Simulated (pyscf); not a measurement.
1,1-elimination: `[NH2][SiH]([Cl])[Cl]` -> `[NH2][Si][Cl]` [singlet] + `[ClH]`

Gas phase, singlet surface, charge 0. Bonds broken: Si2–Cl3, Si2–H7. Bonds formed: Cl3–H7. Optimised with ωB97X-D3(BJ)/def2-SVP in PySCF. Correlated levels are frozen-core, on RHF or UHF. ΔMP2 is the change of the MP2 total energy from the triple- to the quadruple-zeta basis.

Transition state (Å):

```xyz
7

N      1.2499    -0.6822    -0.1435
Si     0.0497    -0.4635     1.0297
Cl     0.9510     1.1201     2.9090
Cl    -1.3652     0.7272     0.1330
H      2.0805    -1.2390     0.0301
H      1.3049    -0.1278    -0.9931
H      0.2879    -0.3599     2.6222
```

One imaginary mode, 1170i cm⁻¹; descent along it reached the two sides named.

| bond | change | reactant side (Å) | saddle | product side |
|---|---|---|---|---|
| Si2–Cl3 | breaks | 2.067 | 2.6 | 3.3 |
| Si2–H7 | breaks | 1.476 | 1.614 | 3.3 |
| Cl3–H7 | forms | 2.9 | 1.647 | 1.286 |

Electronic energies relative to the reactant's lowest minimum found (kcal/mol):

| level | barrier | reaction energy | reverse barrier |
|---|---|---|---|
| ωB97X-D3(BJ)/def2-TZVP | 72.9 | +58.7 | 14.2 |
| PBE/def2-TZVP | 56.8 | +49.8 | 7.0 |
| r²SCAN/def2-TZVP | 63.6 | +57.0 | 6.6 |
| B3LYP-D3(BJ)/def2-TZVP | 63.8 | +52.1 | 11.7 |
| PBE0-D3(BJ)/def2-TZVP | 65.2 | +55.8 | 9.4 |
| M06-2X/def2-TZVP | 69.8 | +54.0 | 15.9 |
| ωB97M-D3(BJ)/def2-TZVP | 69.1 | +52.2 | 16.9 |
| HF/def2-TZVP | 84.8 | +55.0 | 29.8 |
| MP2/def2-QZVPP | 71.0 | +57.8 | 13.2 |
| CCSD/def2-TZVPP | 73.2 | +52.4 | 20.8 |
| CCSD(T)/def2-TZVPP | 69.9 | +52.3 | 17.7 |
| CCSD(T)/def2-TZVPP + ΔMP2(QZVPP) | 69.6 | +53.3 | 16.3 |

With CCSD(T)/def2-TZVPP + ΔMP2(QZVPP) energies and thermal terms (ideal gas, 1 atm, RRHO with modes under 100 cm⁻¹ raised to 100, one conformer, R ln 2 for chiral ones without a mode under 150 cm⁻¹), in kcal/mol:

```
T (K)   ΔH‡   ΔG‡     ΔH     ΔG
-----  ----  ----  -----  -----
298    67.0  66.6  +51.9  +42.0
600    66.8  66.3  +51.6  +32.0
900    66.6  66.1  +50.9  +22.3
1200   66.2  66.0  +50.0  +12.9
```

This is the saddle that the search found; another between the same sides may lie lower. The CCSD(T) − MP2 part came from Ansatz, without density fitting, on the same reference.
